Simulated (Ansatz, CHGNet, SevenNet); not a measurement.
**Antifluorite Mg₂Sn: properties by level of theory**

Reference values: lattice constant a 6.766 Å (measured, temperature not stated, not corrected to a static lattice; as tabulated in Freccero, Grin, Wagner, Dalton Trans. (2023), ESI).

| level (code) | lattice parameter a (Å) | enthalpy of formation (eV/atom) |
|---|---|---|
| CHGNet 0.3.0 | 6.813 | -0.161 |
| SevenNet-l3i5 | 6.813 | -0.195 |
| PBEsol (Ansatz) | 6.745 | -0.206 |

Machine-learned potentials (CHGNet 0.3.0, SevenNet-l3i5) are trained on DFT data: a solid inside that data is no test of them.

Caveats: the gap of the solid is closed in this run (PBEsol). Ansatz's density-functional and Hartree–Fock values are scalar-relativistic unless marked +SOC, with PAW data made under PBE.

Computed values are for the static lattice.

Ansatz is a program for electronic structure.
